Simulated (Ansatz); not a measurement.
# A rate constant, worked out

An elementary step of SiHOF, closed shell (SiHOF ([OH][Si][F]) → SiHOF ([O][SiH][F]); H–O broken or loosened, H–Si formed or tightened). The start structure is the reactant molecule, and the electronic barrier above it is 2.758 eV by CCSD(T) at an estimated basis limit (MP2 extrapolated from triple and quadruple zeta, plus CCSD(T) − MP2 in triple zeta). Ansatz 0.2.0; basis: def2-TZVPP and def2-QZVPP; cores frozen in the correlated methods. Extrapolation: Hartree–Fock as exp(−7.88 √X), correlation as X^−2.97. Harmonic wavenumbers at PBE0-D4/def2-TZVP (Ansatz 0.2.0), in cm⁻¹:

Start: 344, 476, 764, 867, 885, 3893.

Saddle: 1409i, 116, 311, 856, 1190, 2111.

Task: Work out the transition-state-theory rate constant at 700 K from these numbers alone (harmonic vibrations; rotation, path degeneracy and anharmonicity left out), and the Wigner tunnelling factor. Use 1 cm⁻¹ = 1.2398 × 10⁻⁴ eV and k_B = 8.617 × 10⁻⁵ eV/K.

Result: Zero-point energies, half the sums: start 7229/2 cm⁻¹ = 0.4481 eV; saddle, real modes only, 4584/2 cm⁻¹ = 0.2842 eV.
Barrier with zero-point energy: 2.758 + 0.2842 − 0.4481 = 2.5941 eV.
k_BT = 0.06032 eV, so the barrier is 43.00 k_BT.
Vibrational partition functions from the zero-point level, ln q = −Σ ln(1 − exp(−hν/k_BT)): start 1.746, saddle 2.593.
k = (k_BT/h) exp(ln q‡ − ln q) exp(−E0/k_BT), with log₁₀(k_BT/h in s⁻¹) = 13.16: log₁₀ k = 13.16 + (0.847 − 43.00)/2.3026 = -5.15, so k ≈ 7 × 10^(-6) s⁻¹.
Wigner factor: 1 + (hν‡/k_BT)²/24 = 1 + (2.90)²/24 = 1.35. A change of 1 kcal/mol (0.043 eV) in the barrier would change k by a factor of 2.1 at this temperature.

T1 diagnostic: at most 0.025. The restricted Hartree–Fock reference is unstable towards an unrestricted one at one or more of these structures.

Labels in which every atom is bracketed show which atoms are joined, not bond orders.

For scale, one of the runs: CCSD(T)/def2-TZVPP, 118 basis functions, launched by `ansatz run in.yaml --threads 2 --pin off --events-out ev --progress --plain --max-ram 4352MiB`. The run took about 12 s on 2 CPU threads of an AMD EPYC 7R43 (shared host).
